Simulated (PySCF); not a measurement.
**The bond of NaMg−, level by level**

What are the lowest state that PBE0 finds, the bond length, vibrational wavenumber and bond energy of NaMg−, and how much do these hang on the method?

Program: PySCF 2.14.0. Level of theory: Na aug-cc-pVDZ-DK, Mg aug-cc-pVDZ-DK, spin-free X2C with a Gaussian nucleus. These are calculated values, not measurements.

4 further runs of the same task are left out: 4 set aside as unsound or not needed.

## 1. Set-up

A driver script around PySCF takes these settings:

```yaml
atoms: Na, Mg
charge: -1
basis: Na aug-cc-pVDZ-DK, Mg aug-cc-pVDZ-DK
Hamiltonian: spin-free X2C with a Gaussian nucleus
basis_functions: 54
electrons_treated: 24
masses_in_u: 22.9898, 23.9850
levels: PBE0, PBE, r²SCAN, M06-2X, B97-3, r²SCAN0, CAM-B3LYP, MP2, SCS-MP2, CCSD, CCSD(T)
grid: 80 radial by 434 angular points
occupations: held fixed by the projection of orbital angular momentum
dissociation_limit: Na− + Mg, each in its ground configuration
starting_distance_in_angstrom: 3.030
values_of_2S_to_try: 0, 2
```

The run is started by

```sh
$ OMP_NUM_THREADS=1 python dia.py task.json out
```

The runs that follow: First curve: PBE0; PBE (GGA); r²SCAN (meta-GGA); M06-2X (hybrid meta-GGA); B97-3; r²SCAN0; CAM-B3LYP; Correlated methods on the Hartree–Fock reference.

Q: Predict the outcome of this session. Wanted: for each run, Re; ωe; De; μ.

As calculated:

Lowest PBE0 solution found, without spin–orbit coupling: ¹Σ⁺ (singlet), closed shell.

```
      level  Re (Å)  ωe (cm⁻¹)  De (eV)  μ (D)
    RHF-MP2   3.898       69.8    0.199    n/a
RHF-SCS-MP2   3.989       62.6    0.165    n/a
   RHF-CCSD   3.934       66.5    0.170    n/a
RHF-CCSD(T)   3.811       77.8    0.232    n/a
        PBE   3.689       89.1    0.373   3.78
     r²SCAN   3.711       89.6    0.355   4.05
       PBE0   3.739       85.8    0.324   4.04
    r²SCAN0   3.747       85.8    0.318   4.14
      B97-3   3.740       83.7    0.272   4.29
     M06-2X   3.768       78.8    0.243   5.21
  CAM-B3LYP   3.894       66.4    0.165   5.14
```

De is counted to Na− + Mg in their ground configurations. A positive dipole points from Na to Mg; in an ion it is taken about the centre of mass and does not tell which atom is negative.

In words: Bond lengths run from 3.689 Å (PBE) to 3.989 Å (RHF-SCS-MP2). Of the levels with a De here, CAM-B3LYP gives the least (0.165 eV) and PBE the most (0.373 eV).

Correlated steps freeze 2 core orbitals. The bond is weak, and basis-set superposition, which was not computed, may be a sizeable part of it. T1 is 0.022 near the minimum (highest on the curve 0.023), which may point to more than one leading configuration. With some functionals the highest level of the anion is positive, from self-interaction error or because the anion is truly unbound there; the finite basis then holds the extra electron, and no neutral molecule was run to test the binding.
